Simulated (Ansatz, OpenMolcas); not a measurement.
A ladder of methods for SiHCl2 (SMILES Cl[SiH]Cl)

SiHCl2 has 4 atoms, charge 0, and is taken as a doublet. SMILES: `Cl[SiH]Cl`. Geometry: relaxed at PBE0-D4/def2-TZVP.

Each level gives the vertical energy of the quartet above the doublet (eV). The values are calculated.

```csv
level,kind,program,value (eV),less FCI/STO-3G
ROHF/STO-3G,Hartree–Fock,OpenMolcas,9.37,-0.23
UPBE/STO-3G,GGA,OpenMolcas,8.83,-0.77
U-r2SCAN/STO-3G,meta-GGA,Ansatz,9.03,-0.57
UBHLYP/STO-3G,global hybrid,Ansatz,9.52,-0.08
U-wB97X/STO-3G,range-separated hybrid,Ansatz,9.54,-0.06
UB2PLYP/STO-3G,double hybrid,Ansatz,9.50,-0.10
UCCSDT/STO-3G,coupled cluster or CI,Ansatz,9.61,+0.01
FCI/STO-3G,exact in the basis,Ansatz,9.60,0.00
```

FCI/STO-3G is exact within its basis and frozen core, so for wave-function methods in that basis the difference is their error; functionals converge differently with the basis, so for them it is only a difference. The values span 8.83 to 9.61 eV. All rows use very small basis sets, so none should be taken for the real molecule's value.
